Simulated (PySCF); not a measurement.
C3H5N (triplet state).
Geometry (GFN2-xTB, Å), atoms numbered from 1 in this order:
```xyz
9
C3H5N angstrom
N      1.5751   -0.3054   -1.1513
C      0.8659   -0.0990   -0.0731
C     -0.5559   -0.6752    0.1356
C     -0.4017    0.7896   -0.0438
H      1.4528   -0.0463    0.8544
H     -0.7720   -1.0680    1.1173
H     -0.9507   -1.2533   -0.6856
H     -0.6910    1.2227   -0.9888
H     -0.5089    1.4409    0.8102
```

Identity: `[N]C1CC1` [triplet].

Level of theory: PySCF, UKS B3LYP, pcH-1 on C H N, non-relativistic, mean-field spin-orbit, GIAO. Spin–spin part from the singly occupied natural orbitals, spin–orbit part to second order with van Wüllen's prefactor. Isolated species at its GFN2-xTB geometry, gas phase. Couplings are sensitive to structure, and on GFN2-xTB geometries they can be far from those on DFT ones. Stability of the SCF solution: not tested.

(1) Give D and E of this S = 1 state, with their spin–spin and spin–orbit parts.

(2) What is D as a frequency, a field and a temperature?

(3) What are the three sublevel energies at zero field and the gaps between them?

(4) How are these sublevels filled in thermal equilibrium at 10 K and zero field?

(5) Where do the strong lines fall at 33.953 GHz with the field along each axis of D (isotropic g = 2.0030, hyperfine left aside, microwave field at right angles)?

Results:

(1) D = +1.329 cm⁻¹ and E = +0.004 cm⁻¹, with E given the sign of D (E/D = 0.00; 0 is axial, 1/3 the rhombic limit). Diagonalised alone, the spin–spin tensor gives D = +1.135, E = +0.004 and the spin–orbit tensor D = +0.194, E = 0.000 cm⁻¹; in size the spin–spin D is 5.8 times the other. Largest spin populations (Mulliken): N1 (+1.70), C4 (+0.19), C3 (+0.19) and C2 (-0.18). Three atoms exceed +0.15.

(2) D = +39.84 GHz = +1421 mT (with g_iso = 2.0030) = +1.912 K = +164.8 μeV.

(3) With H = D(Sz² − 2/3) + E(Sx² − Sy²): Tz at -0.886 cm⁻¹, Tx at +0.439 cm⁻¹, Ty at +0.447 cm⁻¹. The gaps are |D| − |E| = 39.73 GHz, |D| + |E| = 39.95 GHz and 2|E| = 0.22 GHz.

(4) kT = 6.95 cm⁻¹, so the Boltzmann shares are Tz 37.7 %, Tx 31.2 %, Ty 31.1 %.

(5) From exact diagonalisation up to 5900 mT, keeping lines above a fifth of the strength of a high-field Δm = ±1 line:

| field along | resonance fields (mT) |
| --- | --- |
| x | 1778 |
| y | 1792 |
| z | 210, 2632 |

Without D the line would be at 1211 mT. The microwave quantum is 1.133 cm⁻¹, against |D| + |E| = 1.333 cm⁻¹.

Natural occupations around the open shell: 1.997, 1.000, 1.000, 0.003. The unrestricted determinant has ⟨S²⟩ = 2.0114 (exact 2.0000), so spin contamination is small.

Principal g values: 2.0021, 2.0035, 2.0035.
